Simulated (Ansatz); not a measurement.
`OCOCO`, relaxed with RKS PBE-D4/def2-SVP in Ansatz from a rough embedded geometry. The force threshold is 0.03 eV/Å; the program also tests the step.

The species carries charge 0 and has multiplicity 1.

Start:

```xyz
11

O     0.339   -0.317   -1.901
C    -0.514    0.377   -1.086
O     0.176    0.930   -0.014
C     0.665    0.029    1.000
O    -0.498   -0.540    1.654
H     0.273   -1.314   -1.625
H    -0.899    1.212   -1.668
H    -1.328   -0.226   -0.711
H     1.221   -0.803    0.446
H     1.302    0.499    1.650
H    -0.736    0.154    2.255
```

(1) How much energy does the relaxation release, and in how many steps? (Best estimate.)

(2) Which bonds change most? (An estimate is asked.)

(3) Give the relaxed structure. (An estimate is asked.)

Results:

(1) Ansatz gave: 0.57 eV, in 17 steps, 2 of them rejected.

(2) Computed: C4–H10 from 1.024 to 1.114 Å; O1–H6 from 1.036 to 0.979 Å; C2–O3 from 1.389 to 1.434 Å; C2–H8 from 1.080 to 1.119 Å.

(3) Computed: 
```xyz
11

O     0.087   -0.670   -1.600
C    -0.519    0.467   -1.071
O     0.185    1.053    0.033
C     0.753    0.111    0.905
O    -0.158   -0.885    1.330
H    -0.127   -1.401   -0.985
H    -0.530    1.249   -1.858
H    -1.572    0.258   -0.754
H     1.580   -0.451    0.416
H     1.164    0.709    1.750
H    -0.865   -0.439    1.835
```
